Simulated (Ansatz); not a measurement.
**CCl (quartet): from Hartree-Fock to the top rungs, def2-TZVPP**

An exercise on one series of results from a longer session: the logs are not shown, and one member is left open.

Program: Ansatz 0.2.0, Gaussian basis. Level of theory: def2-TZVPP, core rule «outside noble gas», up to 6 orbitals frozen. These are calculated values, not measurements.

To be run: UHF; ROHF; CCSD(T) on UHF.

2 further runs of the same task are left out: 2 set aside as unsound or not needed.

## The system

The geometry is a PBE0/def2-TZVP stationary point (not a proven minimum) of the parent state, kept for this charge and spin.

2 atoms, charge 0, spin multiplicity 4.

Atoms are counted from 1 here; the program's logs count them from 0.

Bond lengths: C1–Cl2 1.645 Å.

The first run:

File in.yaml:

```yaml
crystal:
  periodic: [false, false, false]
  atoms:
    - {symbol: C, position_ang: [0.000000, 0.000000, 0.000000]}
    - {symbol: Cl, position_ang: [0.000000, 0.000000, 1.644800]}
basis:
  gaussian: {orbitals: def2-TZVPP}
magnetization: {spin_polarized: true, initial_magnetization: 3}
hamiltonian: {xc: hf}
output: {orbitals: {seedname: orbitals}}
```

Run with:

```bash
$ ansatz run in.yaml --threads 1 --pin off --events-out ev --progress --plain --max-ram 4096MiB --backend cpu
```

Among the steps run: UHF; ROHF; CCSD(T) on UHF.

One table of the session follows, with a row left open; its other results are not shown here.

It belongs to the step «Misses and costs». 

```
  method  from UCCSD(T) (meV)
    ROHF              +8160.5
     UHF                    ?
    UMP2              +1088.2
   UCCSD               +327.2
UCCSD(T)                    0
```

Q: Estimate the row for UHF from the others.

As computed: from UCCSD(T) (meV): +8031.1. In the column «from UCCSD(T) (meV)» it lies between UMP2 (+1088.2) and ROHF (+8160.5).
